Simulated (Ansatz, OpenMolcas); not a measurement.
**How basis sets differ on AlH3SO (SMILES [OH][AlH][SH])**

AlH3SO has 6 atoms, charge 0, and is taken as a singlet. As SMILES, `[OH][AlH][SH]`. The coordinates come from a PBE0-D4/def2-TZVP relaxation. This is one conformer, not always the lowest.

```xyz
6

O    -1.1089   -0.5311   -0.8850
Al    0.2671    0.3908   -0.5510
S     1.2282    0.3857    1.4122
H    -1.5644   -1.1058   -0.2737
H     0.8687    1.2764   -1.6981
H     0.3514   -0.4800    1.9493
```

Quantity: the dipole moment, in D. The values are calculated.

```
         level          kind     program  value (D)  CPU time
     HF/STO-3G  Hartree–Fock  OpenMolcas       1.10       2 s
      HF/3-21G  Hartree–Fock      Ansatz       2.36     0.6 s
   HF/def2-SVP  Hartree–Fock      Ansatz       1.92     1.5 s
   HF/6-311G**  Hartree–Fock      Ansatz       1.82     2.6 s
HF/aug-cc-pVDZ  Hartree–Fock  OpenMolcas       1.56      31 s
```

The values span 1.10 to 2.36 D. Sets without polarisation functions give poor dipoles. Without the sets that lack polarisation functions the rows with a basis span only 1.56 to 1.92 D. CPU times are rough (shared hosts, several kinds of processor): they show what a rung costs within a factor of a few.
